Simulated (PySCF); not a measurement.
Methylcyclopropane, C₄H₈.
SMILES: `CC1CC1`

The closed-shell ground state was solved at several levels (PySCF, density fitting, gas phase, non-relativistic). Geometry: PBE0-D3(BJ)/def2-TZVP; no solvent, vibrations or thermal averaging.

```json
{"level": "B97-2/pcSseg-2", "basis functions": "256", "total energy (Eh)": "-157.2161", "HOMO (eV)": "-7.64", "LUMO (eV)": "0.87", "gap (eV)": "8.51", "dipole (D)": "0.14"}
{"level": "KT3/pcSseg-2", "basis functions": "256", "total energy (Eh)": "-159.8569", "HOMO (eV)": "-6.70", "LUMO (eV)": "-0.04", "gap (eV)": "6.66", "dipole (D)": "0.13"}
{"level": "B97-2/pcJ-2", "basis functions": "396", "total energy (Eh)": "-157.2236", "HOMO (eV)": "-7.64", "LUMO (eV)": "1.02", "gap (eV)": "8.66", "dipole (D)": "0.14"}
{"level": "PBE0/aug-cc-pVTZ", "basis functions": "368", "total energy (Eh)": "-157.0707", "HOMO (eV)": "-7.89", "LUMO (eV)": "0.05", "gap (eV)": "7.94", "dipole (D)": "0.14"}
{"level": "wB97X-D/pcSseg-2", "basis functions": "256", "total energy (Eh)": "-157.2190", "HOMO (eV)": "-9.77", "LUMO (eV)": "2.51", "gap (eV)": "12.28", "dipole (D)": "0.14"}
{"level": "CAM-B3LYP/aug-cc-pVTZ", "basis functions": "368", "total energy (Eh)": "-157.1708", "HOMO (eV)": "-9.29", "LUMO (eV)": "0.35", "gap (eV)": "9.64", "dipole (D)": "0.14"}
{"level": "PBE0/pcJ-2", "basis functions": "396", "total energy (Eh)": "-157.0803", "HOMO (eV)": "-7.90", "LUMO (eV)": "0.99", "gap (eV)": "8.89", "dipole (D)": "0.14"}
{"level": "B3LYP/pcJ-2", "basis functions": "396", "total energy (Eh)": "-157.2844", "HOMO (eV)": "-7.69", "LUMO (eV)": "0.68", "gap (eV)": "8.37", "dipole (D)": "0.14"}
{"level": "PBE0/pcSseg-2", "basis functions": "256", "total energy (Eh)": "-157.0738", "HOMO (eV)": "-7.90", "LUMO (eV)": "0.85", "gap (eV)": "8.75", "dipole (D)": "0.14"}
```

(1) Estimate the row for wB97X-D/aug-cc-pVTZ, a basis of 368 functions; the other rows only guide the guess.

(2) Over all these levels, which gives the widest orbital gap and which the narrowest?

(3) How much does the basis alone move the frontier levels among the 3 PBE0 rows?

(4) In the pcSseg-2 basis, how does the gap go with the fixed share of exact exchange?

(5) How far do the dipole and the HOMO energy spread over the levels?

Answers

(1) Total energy -157.2145 Eh, HOMO -9.76 eV, LUMO 0.92 eV, gap 10.68 eV, dipole 0.14 D.

(2) wB97X-D/pcSseg-2 (range-separated hybrid) has the widest, 12.28 eV, and KT3/pcSseg-2 (GGA) the narrowest, 6.66 eV. The two share the basis. From the narrowest to the widest the HOMO moves by -3.07 eV and the LUMO by +2.55 eV.

(3) The HOMO by 0.01 eV and the LUMO by 0.94 eV. By rising basis size (HOMO, LUMO in eV): pcSseg-2 -7.90, 0.85; aug-cc-pVTZ -7.89, 0.05; pcJ-2 -7.90, 0.99.

(4) KT3 (0 %) 6.66 eV; B97-2 (21 %) 8.51 eV; PBE0 (25 %) 8.75 eV. Each rise in the share widens the gap here.

(5) The dipole runs from 0.13 to 0.14 D (mean 0.14 D) and the HOMO from -9.77 to -6.70 eV.

Note: wB97X-D ran without an empirical dispersion term, which enters the total energy and its gradient alone.
